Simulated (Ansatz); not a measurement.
# CH2B (quartet): wave-function methods side by side at distance B1–H3 = 3.278 Å, cc-pVDZ

How much of the correlation energy of CH2B (quartet) does each wave-function method recover here?

The runs use Ansatz 0.2.0, Gaussian basis; cc-pVDZ, core rule «outside noble gas», up to 2 orbitals frozen.

To be run: UHF; CCSD(T) on ROHF; CCSD(T) on UHF; BCCD(T) on ROHF; CISD; CCSDT(Q) on ROHF; CCSDT(Q) on UHF; CASSCF and MRCISD+Q, 5 electrons in 5 orbitals; CASSCF and NEVPT2, 5 electrons in 5 orbitals; CASSCF and MRCISD+Q, 9 electrons in 10 orbitals; CASSCF and MRCISD+Q(relaxed), 9 electrons in 10 orbitals; CASSCF and NEVPT2, 9 electrons in 10 orbitals.

16 further runs of the same task are left out: 1 for a mislabelled method, 11 that didn't finish, 4 set aside as unsound or not needed.

**1. What is computed**

The geometry derives from a PBE0/def2-TZVP stationary point (not a proven minimum). One bond is set to the value named and the two fragments are kept rigid.

4 atoms, charge 0, spin multiplicity 4.

Atoms are counted from 1 here; the program's logs count them from 0.

Bond lengths: B1–C2 1.527 Å, C2–H4 1.092 Å. Angles: B1–C2–H4 134.8°.

**2. UHF**

Contents of in.yaml:

```yaml
crystal:
  periodic: [false, false, false]
  atoms:
    - {symbol: B, position_ang: [0.000000, -0.174763, 0.755556]}
    - {symbol: C, position_ang: [0.000000, -0.114505, -0.770094]}
    - {symbol: H, position_ang: [0.000000, 2.548186, 2.580613]}
    - {symbol: H, position_ang: [0.000000, 0.690745, -1.508088]}
basis:
  gaussian: {orbitals: cc-pVDZ}
magnetization: {spin_polarized: true, initial_magnetization: 3}
hamiltonian: {xc: hf}
output: {orbitals: {seedname: orbitals}}
```

Started as:

```sh
> ansatz run in.yaml --threads 1 --pin off --events-out ev --progress --plain --max-ram 2393MiB
```

The runs that follow: CCSD(T) on ROHF; CCSD(T) on UHF; BCCD(T) on ROHF; CISD; CCSDT(Q) on ROHF; CCSDT(Q) on UHF; CASSCF and MRCISD+Q, 5 electrons in 5 orbitals; CASSCF and NEVPT2, 5 electrons in 5 orbitals; CASSCF and MRCISD+Q, 9 electrons in 10 orbitals; CASSCF and MRCISD+Q(relaxed), 9 electrons in 10 orbitals; CASSCF and NEVPT2, 9 electrons in 10 orbitals.

Q: Predict the results of all the runs planned. Wanted: RCCSDT(Q) below the RHF energy; RMP2 from RCCSDT(Q); UMP2 from RCCSDT(Q); RCCSD from RCCSDT(Q); RCCSD(T) from RCCSDT(Q); UCCSD(T) from RCCSDT(Q); UCCSDT(Q) from RCCSDT(Q); NEVPT2 pair from RCCSDT(Q); MRCISD+Q pair from RCCSDT(Q).

As calculated:

| quantity | value |
| --- | --- |
| RCCSDT(Q) below the RHF energy | -5.6194 eV |
| RMP2 from RCCSDT(Q) | +112.2 kJ/mol |
| UMP2 from RCCSDT(Q) | +147.3 kJ/mol |
| RCCSD from RCCSDT(Q) | +31.7 kJ/mol |
| RCCSD(T) from RCCSDT(Q) | +6.6 kJ/mol |
| UCCSD(T) from RCCSDT(Q) | +10.9 kJ/mol |
| UCCSDT(Q) from RCCSDT(Q) | -0.2 kJ/mol |
| NEVPT2 pair from RCCSDT(Q) | +105.5 kJ/mol |
| MRCISD+Q pair from RCCSDT(Q) | +14.3 kJ/mol |
| NEVPT2 valence from RCCSDT(Q) | +63.9 kJ/mol |
| levels within 1 kcal/mol (43 meV) | RCCSDT, UCCSDT, UCCSDT(Q), MRCISD+Q valence, MRCISD+Q(relaxed) valence |
| T1 diagnostic | 0.051 |
| effectively unpaired electrons | 3.12 |

RCCSD(T) misses by +6.6 kJ/mol, 1.2 % of the correlation energy. CCSD(T) misses by +6.6 kJ/mol on the restricted determinant and by +10.9 kJ/mol on the unrestricted one; the two need not hold the same state or core. The occupations are near whole numbers, but T1 = 0.051 shows that the orbitals relax strongly. Of the multireference levels listed MRCISD+Q(relaxed) valence comes nearest in total energy (-0.2 kJ/mol), which doesn't show that its space is the better one. Coupled cluster took another determinant than the lowest Hartree-Fock one. These misses are within one basis, not against nature; the frozen cores of restricted and unrestricted runs differ, which can shift their rows.
